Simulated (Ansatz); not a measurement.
**How far each method lies from full CI for CH, quartet**

Geometry: a point of a stretch scan, not a stationary point.

```xyz
2

C     0.0000    0.0000    0.0000
H     0.0000    0.0000    2.4370
```

Basis cc-pVTZ; Ansatz 0.2.0. Only valence electrons are correlated (noble-gas cores frozen), which leaves 5 electrons in 43 orbitals. R marks a restricted (for open shells ROHF) determinant, U an unrestricted one. Active spaces: valence = (5e, 5o) chosen from the atoms' valence shells.

Full CI is exact within this basis and frozen core; it isn't the basis-set limit. The frozen core follows each run's orbitals, which can shift R against U totals by a few meV.

For open shells CISD is restricted-active-space CI with the open shells as a complete middle space.

```
UHF ⟨S²⟩                          : 3.760
T1 diagnostic (RCCSD)             : 0.0196
largest doubles amplitude (RCCSD) : 0.086
T1 diagnostic (UCCSD)             : 0.0116
```

```
   level  E − E(RHF) (eV)
     UHF          -0.1310
    RMP2          -1.9931
    UMP2          -1.9955
   RCCSD          -2.5496
   UCCSD          -2.5536
RCCSD(T)          -2.6113
UCCSD(T)          -2.6130
```

(1) Estimate how far full CI in cc-pVTZ lies from RCCSD(T). The table doesn't fix it; the size of (T) and the diagnostics are the guide.

(1) Full CI in cc-pVTZ lies 1.4 kJ/mol below RCCSD(T), which is 23 % of the (T) step (-6.0 kJ/mol). The diagnostics are small and one determinant leads, so the series closes fast and only a small part of (T) is left.

The other levels:

```json
{"level": "CISD", "E − E(full CI) (kJ/mol)": "7.8", "share of correlation (%)": "96.93", "wall time": "0.84 s"}
{"level": "BCCD(T)", "E − E(full CI) (kJ/mol)": "1.4", "share of correlation (%)": "99.46", "wall time": "1.2 s"}
{"level": "RCCSDT", "E − E(full CI) (kJ/mol)": "0.1", "share of correlation (%)": "99.98", "wall time": "–"}
{"level": "UCCSDT", "E − E(full CI) (kJ/mol)": "-0.1", "share of correlation (%)": "100.05", "wall time": "–"}
{"level": "RCCSDT(Q)", "E − E(full CI) (kJ/mol)": "-0.1", "share of correlation (%)": "100.02", "wall time": "7.5 s"}
{"level": "UCCSDT(Q)", "E − E(full CI) (kJ/mol)": "-0.2", "share of correlation (%)": "100.09", "wall time": "7 s"}
{"level": "CASSCF (valence space)", "E − E(full CI) (kJ/mol)": "203.2", "share of correlation (%)": "19.76", "wall time": "–"}
{"level": "NEVPT2 (valence space)", "E − E(full CI) (kJ/mol)": "42.1", "share of correlation (%)": "83.39", "wall time": "0.3 s"}
{"level": "MRCISD (valence space)", "E − E(full CI) (kJ/mol)": "6.1", "share of correlation (%)": "97.59", "wall time": "–"}
{"level": "MRCISD+Q (valence space)", "E − E(full CI) (kJ/mol)": "-1.1", "share of correlation (%)": "100.45", "wall time": "0.57 s"}
```

The correlation energy at full CI, counted from RHF, is -2.625 eV. That run took 70 s on 1 thread of INTEL XEON PLATINUM 8581C, shared host over 1,326,860 determinants.

Times hold each run's SCF and search for its determinant on a shared host, so for small cases they say little of a method's own cost; they ran on 1 thread of INTEL XEON PLATINUM 8581C.

Not variational, and here over 5 meV under the exact energy: MRCISD+Q (valence space).

The full-CI state has the irrep A2 of C2v, in the program's axes (one component, if the state is degenerate).

Natural occupations of full CI about the gap: 1.923 0.999 0.989 0.989 0.047 0.010 0.007 0.007 0.006 0.006; effectively unpaired electrons, Σ n²(2−n)², 3.03.
